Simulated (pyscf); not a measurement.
# Insertion: Cl–Ge:–Cl [singlet] + ammonia (NH₃) → H₂N–GeH(Cl)–Cl

Gas phase, singlet surface, charge 0. Bonds broken: N4–H5. Bonds formed: Ge2–N4, Ge2–H5. Structures and frequencies: ωB97X-D3(BJ)/def2-SVP in PySCF. Correlated levels are frozen-core, on RHF or UHF. ΔMP2 is the change of the MP2 total energy from the triple- to the quadruple-zeta basis.

Transition state (Å):

```xyz
7

Cl    -0.0670     2.0590    -1.3064
Ge     0.6272     0.1307    -0.6026
Cl     1.2755     0.4148     1.4484
N     -1.0276    -0.8971    -0.5091
H      0.2045    -1.2317    -1.3849
H     -1.1709    -1.5228     0.2856
H     -1.9162    -0.5161    -0.8413
```

One imaginary mode, 1539i cm⁻¹; descent along it reached the two sides named, in the forms told below.

| bond | change | reactant side (Å) | saddle | product side |
|---|---|---|---|---|
| N4–H5 | breaks | 1.021 | 1.548 | 2.8 |
| Ge2–N4 | forms | 2.200 | 1.950 | 1.805 |
| Ge2–H5 | forms | 2.8 | 1.627 | 1.523 |

Electronic energies relative to the separated reactants (kcal/mol):

```tsv
level	barrier	reaction energy	reverse barrier
ωB97X-D3(BJ)/def2-TZVP	41.7	-18.4	60.1
PBE/def2-TZVP	36.0	-8.8	44.8
r²SCAN/def2-TZVP	34.6	-16.2	50.7
B3LYP-D3(BJ)/def2-TZVP	42.2	-9.8	52.0
PBE0-D3(BJ)/def2-TZVP	37.5	-15.9	53.4
M06-2X/def2-TZVP	39.5	-19.2	58.7
ωB97M-D3(BJ)/def2-TZVP	43.9	-12.9	56.8
HF/def2-TZVP	59.3	-16.7	76.0
MP2/def2-QZVPP	38.2	-19.0	57.3
CCSD/def2-TZVPP	43.4	-18.8	62.1
CCSD(T)/def2-TZVPP	39.8	-18.7	58.5
CCSD(T)/def2-TZVPP + ΔMP2(QZVPP)	41.0	-16.3	57.3
```

With CCSD(T)/def2-TZVPP + ΔMP2(QZVPP) energies and thermal terms (ideal gas, 1 atm, RRHO with modes under 100 cm⁻¹ raised to 100, one conformer, R ln 2 for chiral ones without a mode under 150 cm⁻¹), in kcal/mol:

| T (K) | ΔH‡ | ΔG‡ | ΔH | ΔG |
|---|---|---|---|---|
| 298 | 38.2 | 48.4 | -17.0 | -6.7 |
| 600 | 38.9 | 58.4 | -16.1 | +3.4 |
| 900 | 39.8 | 67.9 | -14.8 | +12.9 |
| 1200 | 40.8 | 77.2 | -13.3 | +21.9 |

On the reactant side the descent ends in an adduct with a Ge–N contact, 24.0 kcal/mol under the separated species and 65.7 kcal/mol under the saddle at ωB97X-D3(BJ)/def2-TZVP. What is counted as formed (Ge–N) is already present as a longer contact in the reactant adduct; forming that adduct is a step of its own. One saddle was located; it need not be the lowest between these sides. The CCSD(T) − MP2 part came from Ansatz, without density fitting, on the same reference. The frozen core leaves the outer d or s,p core shells of the metals and heavy elements correlated in the MP2 and CC values, and def2-TZVPP describes them poorly, which can shift differences by a few kcal/mol. Elements up to Kr have no core potential and no relativistic terms here.
